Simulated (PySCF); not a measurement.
**SH⁺ from Hartree–Fock to correlated methods**

State: ³Σ⁻ (triplet), unpaired electrons π ↑↑. Set-up: PySCF, spin-free X2C with a Gaussian nucleus, basis sets H x2c-SVPall, S x2c-SVPall. De refers to H + S⁺ in their high-spin ground configurations, without counterpoise correction. The functionals are run spin-unrestricted. A positive dipole points towards S; it is taken about the centre of mass and depends on that origin.

| Level | Re (Å) | ωe (cm⁻¹) | De (eV) | μ (D) | CPU s a point (SCF and correlation, without the integrals) |
| --- | --- | --- | --- | --- | --- |
| UHF | 1.355 | 2742 | 2.60 | -1.56 | 0.023 |
| UHF-MP2 | 1.365 | 2665 | 3.15 | n/a | 0.032 |
| UHF-SCS-MP2 | 1.366 | 2657 | 3.24 | n/a | n/a |
| UHF-CCSD | 1.371 | 2607 | 3.27 | n/a | n/a |
| UHF-CCSD(T) | 1.372 | 2592 | 3.29 | n/a | 0.22 |
| PBE | 1.392 | 2465 | 3.80 | -1.51 | 0.22 |
| PBEsol | 1.395 | 2450 | 3.95 | -1.56 | 0.17 |
| r²SCAN | 1.377 | 2549 | 3.78 | -1.56 | 0.29 |
| PBE0 | 1.377 | 2569 | 3.74 | -1.54 | 0.32 |
| M06 | 1.384 | 2456 | 3.71 | -1.46 | 0.3 |
| HSE06 | 1.378 | 2566 | 3.73 | -1.53 | 0.4 |
| BHandHLYP | 1.367 | 2632 | 3.72 | -1.52 | 0.2 |

The bond length runs from 1.355 Å (UHF) to 1.395 Å (PBEsol). De spans 2.60 eV (UHF, mean field) to 3.95 eV (PBEsol, GGA). Correlation at CCSD(T) changes the Hartree–Fock bond energy by +0.69 eV; the triples alone change it by +0.02 eV.

Correlated steps freeze 5 core orbitals. Correlated levels converge slowly with the basis: in double zeta they bind strong bonds too weakly, by up to about 1 eV, and carry superposition errors of some tenths. For an ion De counts to the pair picked by the measured ionisation energies or electron affinities, which need not be the lowest pair at this level. The state was picked by a PBE0 search and need not be the measured ground state.

The whole job (state search and all levels along the bond) took about 0.55 min on 1 thread of Oxide Virtual Turin-like (shared host), peak memory 0.32 GiB.
